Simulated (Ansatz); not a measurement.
# CH6AlN: the cost of one run

Program: Ansatz 0.2.0. Level of theory: RKS PBE/6-31G*. These are calculated values, not measurements.

## (1) The system as given

Bond lengths: N1–C2 1.395 Å, C2–Al3 1.988 Å, N1–H4 1.003 Å, N1–H5 1.088 Å, C2–H6 1.127 Å, C2–H7 1.125 Å, Al3–H8 1.605 Å, Al3–H9 1.661 Å. Angles: N1–C2–Al3 108.8°, N1–C2–H6 110.4°, N1–C2–H7 111.0°, Al3–C2–H6 109.0°, Al3–C2–H7 109.8°, H6–C2–H7 107.8°, C2–N1–H4 109.8°, C2–N1–H5 109.7°, H4–N1–H5 103.1°, C2–Al3–H8 116.5°, C2–Al3–H9 116.9°, H8–Al3–H9 112.7°.

Coordinates:

```xyz
9

N    -0.9546    0.7171   -0.7674
C     0.3029    0.3902   -0.2584
Al    0.0814   -0.9886    1.1569
H    -1.2963   -0.0334   -1.3392
H    -0.8630    1.5416   -1.4717
H     0.7950    1.3000    0.1896
H     0.9769   -0.0013   -1.0690
H     0.6474   -2.4527    0.8243
H     0.3988   -0.5191    2.7178
```

## (2) Relaxing the start

File input.yaml:

```yaml
crystal:
  periodic: [false, false, false]
  atoms:
    - { symbol: "N", position_ang: [-0.9546, 0.7171, -0.7674] }
    - { symbol: C, position_ang: [0.3029, 0.3902, -0.2584] }
    - { symbol: Al, position_ang: [0.0814, -0.9886, 1.1569] }
    - { symbol: H, position_ang: [-1.2963, -0.0334, -1.3392] }
    - { symbol: H, position_ang: [-0.863, 1.5416, -1.4717] }
    - { symbol: H, position_ang: [0.795, 1.3, 0.1896] }
    - { symbol: H, position_ang: [0.9769, -0.0013, -1.069] }
    - { symbol: H, position_ang: [0.6474, -2.4527, 0.8243] }
    - { symbol: H, position_ang: [0.3988, -0.5191, 2.7178] }
basis:
  gaussian: { orbitals: "6-31G*" }
hamiltonian:
  xc: pbe
relax:
  f_tol: 0.02
  max_steps: 40
scf:
  lower_state_search: "off"
```

Run with:

```bash
$ ansatz run input.yaml --threads 1 --pin off --max-ram 2048MiB --backend cpu --events-out ev --progress --plain --runs-dir out
```

What time and memory should one allow on 1 thread of Arm Neoverse V1, shared host?

About 21 s, with a peak of 0.11 GiB.
